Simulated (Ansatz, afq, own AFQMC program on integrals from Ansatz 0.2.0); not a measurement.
Integrals from Ansatz 0.2.0, then the random walk in our own AFQMC program (afq).

```yaml
crystal:
  periodic: [false, false, false]
  atoms:
    - {symbol: O, position_ang: [0.000000, 0.000000, 0.000000]}
    - {symbol: H, position_ang: [0.000000, 0.000000, 0.973108]}
basis:
  gaussian: {orbitals: cc-pVDZ}
magnetization: {spin_polarized: false, initial_magnetization: 1}
correlation: {method: ccsd_t, electrons: outside_noble_gas, hamiltonian_folder: ham}
```

```sh
$ ansatz run in.yaml --threads 1 --pin off --events-out ev --progress --plain --max-ram 1382MiB
```

afq runs on the folder ham with

```
--method free --trial cisd --walkers 170 --time-step 0.03 --max-blocks 80 --target-error 0.00032 --factor-cut 1e-05 --seed 674 --times 0,0.3,0.6,1.2,1.8,2.4,3.6,4.8,6 --taylor-order 8
```

Times are imaginary, in 1/Eh. The walk had a cap of 524 s.

Output of the walk:

```
orbitals 18  electrons 4 3  factors 114 of 175
reference energy -75.38991447 Eh
CCSD correlation -0.16761021 Eh in 9 cycles, weight of the determinant in the CISD state 0.9559
repeat  energy at the last time / Eh  error
    10  -75.559933  0.000402
    20  -75.559880  0.000276
    30  -75.559905  0.000218
time / (1/Eh)  energy / Eh  error  mean overlap
  0.00  -75.557531  0.000075  1.0457
  0.30  -75.559336  0.000089  1.0403
  0.60  -75.559678  0.000110  1.0346
  1.20  -75.559753  0.000104  1.0378
  1.80  -75.559841  0.000140  1.0146
  2.40  -75.560135  0.000130  0.9996
  3.60  -75.559617  0.000158  0.9898
  4.80  -75.559648  0.000174  1.0048
  6.00  -75.559896  0.000212  1.0094
energy -75.559896 +/- 0.000212 Eh
```

The run passed its tests (error under three times the target), which doesn't prove that it has relaxed.

Against this walk (error 5.8 meV) on the same determinant: CCSD(T) 16.5 meV higher, CCSDT(Q) 4.4 meV higher (within the noise), CCSDTQ 4.1 meV higher (within the noise), full CI (a separate run on its own orbitals, whose frozen core shifts it by up to a few meV) 4.1 meV higher (within the noise). The error is statistical, and a free projection of finite length keeps a remainder of its start. The last points scatter (meV from the last: 1 ± 4 at 1.80, -7 ± 4 at 2.40, 8 ± 4 at 3.60, 7 ± 5 at 4.80, 0 ± 6 at 6.00); the last is the one printed as the energy, and the gaps above move with that scatter.

Cautions: remainder of the start not in the error; full CI with its own frozen core.

The walk took 93 s on 1 thread of Arm Neoverse N1 (shared host). The log's last line is the free-projection energy.

CCSDT and higher add their correlation energy to the determinant of the CCSD(T) run, since their own runs factorise the integrals more tightly (a shift of under 2 meV). A walk keeps the symmetry of its determinant, which the program's search chose and which needn't be the lowest solution, so a lower state of the same spin and another symmetry isn't excluded.
